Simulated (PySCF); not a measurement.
SMILES [CH2]CC, doublet, PBE0/def2-SVP optimised geometry.

```
10

C      1.32     0.39     0.00
C     -0.16     0.39     0.00
C     -0.78    -0.38    -1.15
H      1.88     1.11     0.61
H      1.88    -0.41    -0.48
H     -0.54    -0.03     0.96
H     -0.53     1.43     0.00
H     -0.49     0.05    -2.13
H     -1.88    -0.37    -1.10
H     -0.46    -1.43    -1.15
```

Density from unrestricted PBE0/def2-TZVP in PySCF at that geometry.

Minimum of the electron density along straight lines between bonded atoms, close to the bond critical point (lines longer than 1.1 times the sum of covalent radii, or with two minima, are not listed):

| bond | length / Å | ρ at the minimum / e bohr⁻³ | ∇²ρ there / e bohr⁻⁵ | position (fraction from the first atom) |
|---|---|---|---|---|
| C1–C2 | 1.485 | 0.265 | … | 0.51 |
| C2–C3 | 1.523 | … | … | 0.50 |
| C1–H4 | 1.093 | 0.277 | -0.95 | 0.65 |
| C1–H5 | 1.094 | 0.276 | -0.94 | 0.65 |
| C2–H6 | 1.112 | 0.264 | -0.86 | 0.64 |
| C2–H7 | 1.106 | 0.270 | -0.90 | 0.64 |
| C3–H8 | 1.101 | 0.272 | -0.91 | 0.64 |
| C3–H9 | 1.101 | 0.272 | -0.91 | 0.64 |
| C3–H10 | 1.102 | 0.271 | -0.91 | 0.64 |

Task: Some entries are withheld; supply them.

Result: 
- C1–C2, ∇²ρ there / e bohr⁻⁵: -0.70
- C2–C3, ρ at the minimum / e bohr⁻³: 0.246
- C2–C3, ∇²ρ there / e bohr⁻⁵: -0.62
